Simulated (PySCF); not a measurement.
Bonds (- single, = double, # triple, : aromatic): C1-C2, C2#N3. C1 carries H4, H5, H6.

GIAO shifts from PySCF 2.14 on PBE0-D3(BJ)/def2-SVP geometries (one conformer, non-relativistic, equivalent nuclei averaged), against TMS at the same level and in the same medium; PCM means IEF-PCM chloroform.

Measured (solution, CDCl3, 298 K; Fulmer et al., Organometallics 2010, 29, 2176; solution, not stated per compound (mostly CDCl3 or CCl4); Pretsch, Buehlmann, Badertscher, Structure Determination of Organic Compounds, 4th ed. (2009)): C2 116.4, C1 1.7, H4/H5/H6 1.98 ppm.

Which unscaled values do B97-2/pcSseg-2, gas; PBE0/pcSseg-1, PCM; WP04/pcSseg-1, PCM; wB97X-D/pcSseg-1, PCM give, and how close are they?

Results:


| atoms | measured | B97-2/pcSseg-2, gas | PBE0/pcSseg-1, PCM | WP04/pcSseg-1, PCM | wB97X-D/pcSseg-1, PCM |
| --- | --- | --- | --- | --- | --- |
| C2 | 116.4 | 120.7 | 127.0 | 122.5 | 128.3 |
| C1 | 1.7 | 1.5 | 1.7 | 4.6 | 2.4 |
| H4/H5/H6 | 1.98 | 1.77 | 2.06 | 2.12 | 2.05 |

Mean absolute error for $^{13}$C: B97-2/pcSseg-2, gas 2.2, PBE0/pcSseg-1, PCM 5.3, WP04/pcSseg-1, PCM 4.5, wB97X-D/pcSseg-1, PCM 6.3 ppm.

Mean absolute error for $^{1}$H: B97-2/pcSseg-2, gas 0.21, PBE0/pcSseg-1, PCM 0.08, WP04/pcSseg-1, PCM 0.14, wB97X-D/pcSseg-1, PCM 0.07 ppm.
